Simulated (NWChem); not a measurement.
A series in which one site is exchanged, each optimised at PBE0/def2-SVP with NWChem, gas phase unless a solvent is named. 

A: [F][TiH3] (TiH₃F; site = Ti)
B: CF (CH$_{3}$F; site = C)
C: [F][GeH3] (GeH3F; site = Ge)
D: F[SiH3] (SiH₃F; site = Si)

### Question
Rank them by orbital gap (eV), PBE0/def2-SVP, lowest first.

### Answer
A (6.14), C (9.67), D (10.08), B (11.77)
